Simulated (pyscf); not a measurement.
Optimised with ωB97X-D3(BJ)/def2-SVP in PySCF.

Problem. How much does it cost (ΔH, 298 K, ωB97M-D3(BJ)/def2-TZVP) to split H₅FO₃Si₃ (SMILES F[SiH]1O[SiH2]O[SiH2]O1) at its F–Si bond into F• + cyclic H₅O₃Si₃ (SMILES O1[SiH]O[SiH2]O[SiH2]1) [doublet]?

Solution. F–Si to F• + cyclic H₅O₃Si₃ (SMILES O1[SiH]O[SiH2]O[SiH2]1) [doublet]: 680.2 kJ/mol. The 7 functionals that were run give +656.0 (PBE0-D3(BJ)) to +680.6 kJ/mol (M06-2X). Other isomers of cyclic H₅O₃Si₃ (SMILES O1[SiH]O[SiH2]O[SiH2]1) [doublet] were not searched in full and may lie lower. Left out: the spin-orbit lowering of F.
